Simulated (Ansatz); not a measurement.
```yaml
crystal:
  periodic: [true, true, true]
  atoms:
    - {symbol: C, position_ang: [-0.775476, 0.257736, -1.077605]}
    - {symbol: C, position_ang: [-0.823309, -0.948181, -0.502264]}
    - {symbol: C, position_ang: [0.469564, -0.737174, 0.251209]}
    - {symbol: C, position_ang: [0.353270, 0.507687, 1.093197]}
    - {symbol: C, position_ang: [0.523777, 0.626767, -0.399767]}
    - {symbol: H, position_ang: [-1.478169, 0.838956, -1.662661]}
    - {symbol: H, position_ang: [-1.579762, -1.721425, -0.441036]}
    - {symbol: H, position_ang: [1.295506, -1.427616, 0.353453]}
    - {symbol: H, position_ang: [-0.604662, 0.757881, 1.537653]}
    - {symbol: H, position_ang: [1.223870, 0.759772, 1.693818]}
    - {symbol: H, position_ang: [1.395381, 1.085606, -0.845998]}
basis:
  gaussian: {orbitals: "6-31++G**"}
hamiltonian: {xc: {name: PBE}, pseudopotentials: {relativity: none}}
accuracy: high
```

```sh
$ ansatz run in.yaml --threads 4 --pin off --events-out ev --progress --plain --max-ram 10444MiB
```

Output, abridged:

```
Error: YAML parse error: error: line 2 column 3: crystal: missing field `lattice` (a structure is typed as `lattice` and `atoms`, a molecule's as `atoms` in Å alone, or read from a run's directory, `checkpoint`)
 --> <input>:2:3
1 | crystal:
2 |   periodic: [true, true, true]
3 |   atoms:
4 |     - {symbol: C, position_ang: [-0.775476, 0.257736, -1.077605]}
```

Problem. Something in this input is off. What?

Solution. The molecule is marked periodic without a cell. The input was rejected before any iteration.
